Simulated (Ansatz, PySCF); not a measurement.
This PySCF input computes a CCSD(T)/cc-pVDZ energy:

```python
from pyscf import gto, scf, mp, cc as ccmod

mol = gto.M(
    atom='''
    O    -0.09788910   -0.14223064    0.59918690
    C     0.11020707    0.04653981   -0.61310884
    H     0.09106748    1.04600479   -1.05194397
    H     0.31173752   -0.84557014   -1.20537534
    H    -0.28093466    0.65817156    1.14247713
    ''',
    basis='cc-pvdz',
    charge=1,
    spin=0,
    verbose=4,
)

mf = scf.RHF(mol)
mf.conv_tol = 1e-10
mf.max_cycle = 100
mf.kernel()
mp2 = mp.MP2(mf, frozen=2).run()
cc = ccmod.CCSD(mf, frozen=2)
cc.max_cycle = 100
cc.kernel()
et = cc.ccsd_t()
print(f'E(CCSD(T)) = {cc.e_tot + et:.9f}')
```

### Question
Write an input for the same energy in Ansatz (an electronic-structure program) and say what it gives.

### Answer

Ansatz 0.2 input:
```yaml
crystal:
  periodic: [false, false, false]
  atoms:
    - {symbol: O, position_ang: [-0.09788910, -0.14223064, 0.59918690]}
    - {symbol: C, position_ang: [0.11020707, 0.04653981, -0.61310884]}
    - {symbol: H, position_ang: [0.09106748, 1.04600479, -1.05194397]}
    - {symbol: H, position_ang: [0.31173752, -0.84557014, -1.20537534]}
    - {symbol: H, position_ang: [-0.28093466, 0.65817156, 1.14247713]}
basis:
  gaussian:
    orbitals: cc-pVDZ
total_charge: 1
magnetization: {spin_polarized: false}
correlation: {method: ccsd_t, electrons: outside_noble_gas}
```
It gives -114.50813 Eh, and PySCF -114.50813 Eh, a difference of 0.00 mEh.

It need not be the lowest isomer of its formula.
